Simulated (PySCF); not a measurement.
# SiN+: a composite coupled-cluster curve

One table from this session's results is given with a row withheld; the runs are named, their logs left out.

Program: PySCF 2.14.0. Level of theory: CCSD(T) on ROHF, no relativity in the base curves; scalar relativity is added as a correction. These are calculated values, not measurements.

The first run:

```
molecule             : SiN+
state                : triplet, unpaired electrons π ↑↑
smaller basis        : Si cc-pV(T+d)Z, N cc-pVTZ
larger basis         : Si cc-pV(Q+d)Z, N cc-pVQZ
frozen core orbitals : 6
extrapolation        : correlation as n⁻³ (n = 3, 4), Hartree–Fock as (n+1)·exp(−9√n)
corrections          : core–valence correlation, scalar relativity
distances (Å)        : 1.5790, 1.6508, 1.7226, 1.7943, 1.8661, 1.9558, 2.0455
masses (u)           : 27.9769, 14.0031
dissociation limit   : Si+ + N
```

Started as:

```bash
OMP_NUM_THREADS=4 python comp.py task.json out
```

One of the session's tables, all rows but one given; the rest of the session is left out.

Parts of the energy along the bond, in eV from Si+ + N:

```
 R (Å)  HF/CBS  CCSD corr.      (T)  core–valence  relativity
1.5790  -0.503      -1.296  -0.1066       -0.0266      0.0053
1.6508  -0.865      -1.335  -0.1174       -0.0151      0.0062
1.7226  -1.005      -1.376  -0.1293       -0.0065      0.0065
1.7943  -0.991      -1.418  -0.1420       -0.0001      0.0063
1.8661       ?           ?        ?             ?           ?
1.9558  -0.627      -1.510  -0.1718        0.0085      0.0050
2.0455  -0.322      -1.561  -0.1878        0.0110      0.0041
```

Q: Estimate the row for R (Å) = 1.8661 from the others.

Worked estimate for «HF/CBS». A straight line through the neighbours (1.7943, -0.991) and (1.9558, -0.627) gives -0.991 + (-0.627 + 0.991) × (1.8661 − 1.7943) / (1.9558 − 1.7943) = -0.829; a parabola fitted to 4 rows on both sides gives -0.867.

As computed: HF/CBS: -0.872; CCSD corr.: -1.459; (T): -0.1552; core–valence: 0.0046; relativity: 0.0058. In «HF/CBS» the line misses by +0.043 and the parabola by +0.005.

Caveats from the session: Spin–orbit coupling and excitations beyond (T) are left out.
